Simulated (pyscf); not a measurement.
A first-order saddle from PySCF, ωB97X-D3(BJ)/def2-SVP:

```xyz
11

Mg    -0.1894     0.1815    -0.0015
C     -2.2681     0.7983     0.5778
C      0.8996    -0.9761    -1.3475
H     -2.6167     1.1287    -0.4209
H     -2.7056    -0.1997     0.7775
H     -2.7380     1.4849     1.3011
H      1.7929    -1.4268    -0.8812
H      0.2982    -1.8023    -1.7650
H      1.2564    -0.3761    -2.2037
H      0.0363     1.3875     1.4606
H     -0.9536     1.2360     1.2008
```
Charge 0, spin multiplicity 1.

Surface: singlet, charge 0. Lowest wavenumbers (cm⁻¹): 1452i, 13, 121, 122, 208.

Which two sides does it connect, and which bonds change?

H₃C–Mg–CH₃ + H₂ ⇌ H₃C–MgH + CH₄, a four-centre exchange read from left to right: C–Mg, H–H broken and H–Mg, C–H formed. At ωB97M-D3(BJ)/def2-TZVP it lies +25.7 kcal/mol from the left side and +36.2 kcal/mol from the right (each side as separated species at their lowest minima found). At the saddle there is also a short H–Mg contact that neither side keeps. One saddle was located; it need not be the lowest between these sides.
